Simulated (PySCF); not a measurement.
H₇PSi₂.
SMILES with atom numbers: `[SiH3:1][SiH2:2][PH2:3]` (hydrogens: H4, H5, H6 on Si1; H7, H8 on Si2; H9, H10 on P3)

Geometry (PBE0-D3(BJ)/def2-SVP, Å), atoms numbered from 1 in this order:
```
atom  x, y, z in Å
Si1    1.5771    0.7199    0.0694
Si2   -0.1617   -0.8179   -0.2617
P3    -2.0961    0.3678   -0.3682
H4     2.9099    0.0428    0.0261
H5     1.5296    1.7699   -0.9940
H6     1.4162    1.3808    1.4020
H7    -0.1570   -1.8484    0.8244
H8     0.0222   -1.5129   -1.5735
H9    -2.9444   -0.7698   -0.1972
H10   -2.0781    0.6770    1.0276
```

The closed-shell ground state was solved at several levels (PySCF, density fitting, gas phase, non-relativistic).

| level | basis functions | HOMO (eV) | LUMO (eV) | gap (eV) | dipole (D) |
| --- | --- | --- | --- | --- | --- |
| PBE0/pcSseg-1 | 107 | -7.66 | -0.15 | 7.51 | 0.94 |
| HF/pcSseg-2 | 227 | -10.09 | 2.51 | 12.60 | 0.83 |

Estimate the row for CAM-B3LYP/def2-SVPD, a basis of 128 functions; the other rows only guide the guess.

HOMO -8.85 eV, LUMO 0.78 eV, gap 9.63 eV, dipole 0.68 D.

Over all these levels, which gives the widest orbital gap and which the narrowest?

HF/pcSseg-2 (Hartree–Fock, all exact exchange) has the widest, 12.60 eV, and PBE0/pcSseg-1 (global hybrid, 25 % exact exchange) the narrowest, 7.51 eV. Functional and basis both differ between the two, so the spread mixes both effects. The HOMO need not be the same orbital at Hartree–Fock and at DFT levels.

How far do the dipole and the HOMO energy spread over the levels?

The dipole runs from 0.68 to 0.94 D (mean 0.82 D) and the HOMO from -10.09 to -7.66 eV.

One conformer stands for the species.
